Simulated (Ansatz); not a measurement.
A nudged elastic band was laid between two geometries of H4NO2P (8 atoms, charge 0, multiplicity 1).

Level of theory: RKS PBE0-D4/def2-SVP (Ansatz 0.2.0).

```
movable images  : 5
climbing image  : yes
spring          : 5.0 eV/Å²
optimiser       : quadratic models (default)
start path      : IDPP
force threshold : 0.05 eV/Å
iteration limit : 60
end points      : relaxed
```

Initial state:

```xyz
8
Properties=species:S:1:pos:R:3
N -0.439 1.235 -0.008
P 0.234 -0.173 -0.642
O 1.402 -0.480 0.501
O -0.861 -1.279 -0.069
H -1.043 1.753 -0.639
H -0.829 1.179 0.932
H 2.245 -0.118 0.204
H -0.617 -2.174 -0.334
```

Final state:

```xyz
8
Properties=species:S:1:pos:R:3
N -0.867 1.040 -0.030
P 0.100 -0.150 -0.703
O 1.436 -0.294 0.303
O -0.733 -1.409 -0.021
H -0.824 1.970 -0.427
H -1.100 1.011 0.959
H 2.229 -0.050 -0.189
H -0.149 -2.174 0.052
```

Problem. Which bonds break or form, and what moves?

Solution. No bond is made or broken. The height of N1 over the plane of its neighbours goes from 0.27 to -0.18 Å.

Problem. What energy profile does the band end with?

Solution. The forces met the threshold. The highest image is number 4 of 0 to 6, 0.020 eV above the first end and 0.004 eV above the last; the last end lies 0.016 eV above the first. The top lies less than 8 meV above the higher end, about what the thresholds resolve: that end is a shoulder or a very shallow well. A vibrational analysis at the climbing image gives one clearly imaginary mode, 232i cm⁻¹: a first-order saddle point.

```csv
image,path coordinate (Å),energy (eV),height of N1 over the plane of its neighbours (Å)
0,0.00,0.000,0.27
1,0.19,0.001,0.26
2,0.37,0.005,0.23
3,0.56,0.013,0.15
4,0.75,0.020,0.00
5,0.87,0.018,-0.11
6,1.00,0.016,-0.18
```

Problem. What is the geometry of the highest image?

Solution. 
```xyz
8
Properties=species:S:1:pos:R:3:forces:R:3
N -0.732 1.102 0.004 0.04 -0.04 -0.02
P 0.144 -0.142 -0.680 -0.01 0.00 -0.01
O 1.446 -0.391 0.343 0.00 0.00 0.01
O -0.762 -1.376 -0.043 -0.01 0.00 -0.01
H -0.906 1.946 -0.523 -0.02 0.01 0.02
H -1.109 1.065 0.946 -0.01 0.02 0.00
H 2.249 -0.075 -0.087 0.00 0.00 0.00
H -0.237 -2.185 -0.016 0.01 0.01 0.01
```

The band took 5 iterations and of the order of 2 core-minutes.

Time of the run: 2 min on 1 thread of Arm Neoverse N1, on a shared host, peak memory 0.25 GiB.
